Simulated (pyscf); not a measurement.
H₂Ga–SeH → HGa=Se + hydrogen (H₂), an elimination (singlet surface; H–Se, Ga–H broken, H–H formed). Single points on ωB97X-D3(BJ)/def2-SVP structures (PySCF, gas phase). Energies in kJ/mol from the reactant's lowest minimum found.

Small-basis levels: PySCF, no dispersion term, spherical d functions. AM1 to PM7: differences of heats of formation from MOPAC, which are fitted to 298 K values and so differ in kind from electronic energies by zero-point and thermal terms. 

```json
[
 {"level": "HF/STO-3G", "barrier": "395.7", "reaction energy": "+40.7"},
 {"level": "HF/3-21G", "barrier": "274.4", "reaction energy": "+74.3"},
 {"level": "HF/6-31G*+LANL2DZ", "barrier": "279.7", "reaction energy": "+60.3"},
 {"level": "BP86/6-31G*+LANL2DZ", "barrier": "181.5", "reaction energy": "+46.0"},
 {"level": "PBE/6-31G*+LANL2DZ", "barrier": "179.4", "reaction energy": "+49.8"},
 {"level": "B3LYP/6-311+G**+LANL2DZ", "barrier": "199.0", "reaction energy": "+68.7"},
 {"level": "AM1", "barrier": "50.8", "reaction energy": "-3.9"},
 {"level": "PM3", "barrier": "70.9", "reaction energy": "-39.3"},
 {"level": "PM7", "barrier": "372.5", "reaction energy": "+394.2"},
 {"level": "ωB97M-D3(BJ)/def2-TZVP", "barrier": "199.0", "reaction energy": "+70.2"}
]
```

Against the last row the barrier runs from -148.2 (AM1) to +196.7 kJ/mol (HF/STO-3G). At PM7 this geometry lies under one side, so the entry may be no barrier of that level: it is a single point on another level's saddle. ωB97M-D3(BJ)/def2-TZVP has limits of its own. At the saddle there is also a short Ga–H contact that neither side keeps. HGa=Se lies 28.5 kJ/mol over its isomer Ga–SeH [singlet] (electronic energy, ωB97M-D3(BJ)/def2-TZVP). This is the saddle that the search found; another between the same sides may lie lower. In the def2 sets elements up to Kr have no core potential.
